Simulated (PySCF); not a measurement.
An unknown gives this computed stick spectrum. The calculation used TDDFT CAM-B3LYP/def2-SVPD, vertical, gas phase, core orbitals frozen in the response (PySCF). Geometries: PBE0-D3(BJ)/def2-SVP, one conformer each.

| state | E (eV) | f |
| --- | --- | --- |
| S1 | 6.87 | 0.029 |
| S2 | 7.42 | 0.398 |
| S3 | 7.75 | 0.039 |
| S4 | 8.04 | 0.0058 |
| S5 | 8.49 | 0.023 |
| S6 | 8.77 | 0.0026 |
| S7 | 8.92 | 0.0063 |
| S8 | 9.00 | 0.0033 |
| S9 | 9.22 | 0.043 |
| S10 | 9.44 | 0.0063 |

Triplets computed (Tamm–Dancoff): 4.40, 6.69, 7.56, 7.93 eV.

Orbital energies (eV): HOMO-3 -12.09, HOMO-2 -11.29, HOMO-1 -11.13, HOMO -8.64, LUMO 1.29, LUMO+1 1.62, LUMO+2 2.11.

Question: Which structure fits? All have the formula C4H7F.
A. `C[C@@H]1C[C@H]1F`
B. `CC/C=C\F`
C. `FC1CCC1`

Answer: B. Its S1, at 6.87 eV, is the lowest among the candidates; the nearest of the others has S1 at 7.95 eV. S1 is HOMO→LUMO (55%), HOMO→LUMO+1 (36%). Löwdin shares by element: HOMO carbon 73% or more, fluorine 14%; LUMO carbon 61% (atoms not listed hold the other 39%). At the same level the other candidates give, for their lowest levels:
- `C[C@@H]1C[C@H]1F`: 7.95 eV (f 0.006); 8.05 eV (f 0.012); 8.28 eV (f 0.008); 8.37 eV (f 0.011); 8.70 eV (f 0.020); T1 7.72 eV; HOMO -9.44, LUMO 1.49 eV
- `FC1CCC1`: 8.57 eV (f 0.014); 8.71 eV (f 0.018); 8.71 eV (f 0.041); 8.87 eV (f 0.005); 9.26 eV (f 0.000); T1 8.30 eV; HOMO -10.20, LUMO 1.44 eV

The values belong to the conformer `[CH3:1][CH2:2]/[CH:3]=[CH:4]\[F:5]`: C1–C2–C3–C4 -121°.
